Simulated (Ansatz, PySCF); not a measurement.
Gas-phase reaction in SMILES: FOF -> F atom + [O]F (the F-O bond breaks)

Wanted: bond dissociation energy (electronic), in kcal/mol. Set-up: LANL2DZ all-electron up to Ne; 6-31G* and kin with 6d, 5d where marked; frozen cores in correlated levels; open shells spin-unrestricted; dispersion terms only where a functional's name holds one; non-relativistic; 6-311+G** with 5d; spin-orbit terms left out. First-principles rows: single points at B3LYP-D3(BJ) geometries (Ansatz, a first-principles code). The Hartree-Fock reference of FOF is unstable towards a lower, spin-broken solution.

| level | program | bond dissociation energy (electronic) (kcal/mol) |
|---|---|---|
| HF/LANL2DZ | Ansatz | -38.8 |
| BLYP/6-31G* | Ansatz | 50.3 |
| B3LYP/6-31G* | Ansatz | 40.6 |
| B3LYP/6-31+G* | Ansatz | 37.1 |
| B3LYP/def2-SVP | Ansatz | 38.4 |
| B3LYP/6-311+G** | Ansatz | 34.2 |
| PBE0/6-311+G** | Ansatz | 33.1 |
| M06-2X/6-311+G** | PySCF | 33.4 |
| MP2/LANL2DZ | Ansatz | 24.1 |
| MP2/6-311+G** | Ansatz | 36.8 |
| B2PLYP-D3(BJ)/def2-TZVPD | Ansatz + dftd3 | 38.0 |

No value to compare with is used here. The 10 habitual levels span -38.8 (HF/LANL2DZ) to 50.3 kcal/mol (BLYP/6-31G*); B2PLYP-D3(BJ)/def2-TZVPD gives 38.0.

The levels are drawn from those run, B3LYP/6-31G* more often than the rest, none by its result; runs whose electronic state is in doubt are left out.
